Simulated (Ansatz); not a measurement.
Reaction (SMILES): CCC + 2 [H][H] (H2) → 3 C (CH4)

Wanted: energy of full hydrogenation (enthalpy at 298 K), in kcal/mol. Terms: 6-311+G** with 5d; no spin-orbit coupling; LANL2DZ all-electron up to Ne; six Cartesian d functions in 6-31G* and its kin unless marked 5d; non-relativistic; dispersion terms only where a functional's name holds one; valence correlation only. CBS(X,Y): correlation extrapolated as X^-3; Hartree-Fock from the larger set. [CCSD(T)-MP2]/basis is that difference in the basis named. Ab initio and DFT rows: single points at B3LYP-D3(BJ) geometries (Ansatz, a program for electronic structure), with unscaled harmonic terms from B3LYP/6-31G* at its own minima.

Measured values: Active Thermochemical Tables 1.112 (ions: stationary electron), as tabulated in the package chemicals; they hold spin-orbit and core effects, anharmonicity. 

Value to compare with, the measured value: -28.5 kcal/mol.

| level | program | energy of full hydrogenation (enthalpy at 298 K) (kcal/mol) | error |
|---|---|---|---|
| B3LYP/STO-3G | Ansatz | -26.7 | 1.8 |
| B3LYP/3-21G | Ansatz | -32.1 | -3.6 |
| B3LYP/LANL2DZ | Ansatz | -36.8 | -8.3 |
| B3LYP/6-31G | Ansatz | -33.7 | -5.2 |
| B3LYP/6-31G* | Ansatz | -31.0 | -2.5 |
| B3LYP/6-31+G* | Ansatz | -32.5 | -4.0 |
| B3LYP/6-31G** | Ansatz | -30.8 | -2.3 |
| B3LYP/def2-SVP | Ansatz | -30.2 | -1.7 |
| B3LYP/cc-pVDZ | Ansatz | -29.7 | -1.2 |
| B3LYP/6-311+G** | Ansatz | -32.0 | -3.5 |
| B3LYP/def2-TZVPD | Ansatz | -31.6 | -3.1 |
| RI-MP2/CBS(cc-pVTZ,cc-pVQZ)+[CCSD(T)-MP2]/cc-pVTZ | Ansatz | -27.7 | 0.8 |

Among the 10 habitual levels, B3LYP/LANL2DZ lies farthest from the measured value (-8.3 kcal/mol); 1 of 10 lie above it, and their mean absolute error is 3.4 kcal/mol, the median 3.0. One case shows no general order.

The sets are all those run for this method; runs whose electronic state is in doubt are left out.
